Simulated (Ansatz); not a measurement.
## Worked example: SiH2(CH3)(OH) → SiH2(CH2)(OH) + H

Species: SiH2(CH3)(OH), singlet; SiH2(CH2)(OH), doublet; H atom, doublet. 

Shapes, held fixed at every level: PBE0-D4/def2-TZVP. Flexible molecules stand in one conformer, not always the lowest. Programs: Ansatz 0.2.0. The zero-point and thermal change to 298 K, harmonic and unscaled (PBE0-D4/def2-TZVP), is -28.9 kJ/mol.

At CCSD(T)/CBS estimate; 1 Eh = 2625.50 kJ/mol:

```
      species  energy (Eh)
SiH2(CH3)(OH)  -405.969455
SiH2(CH2)(OH)  -405.296267
            H    -0.500000
```

Problem. Work out ΔH(298 K) of the reaction at this level.

Solution. 
1. Products less reactants: (-405.296267) + (-0.500000) − [(-405.969455)] = 0.173188 Eh = +454.7 kJ/mol.
2. With the thermal change: +454.7 + (-28.9) = +425.8 kJ/mol.

Other levels give +404.5 (r2SCAN0-D4/def2-TZVPP) to +464.4 kJ/mol (SPW92/def2-TZVPP). No measured value is set beside it here. Open shells run unrestricted unless RO is named. The CBS estimate extrapolates MP2 from def2-TZVPP and def2-QZVPP and adds CCSD(T) − MP2 in the triple-zeta set, cores frozen.
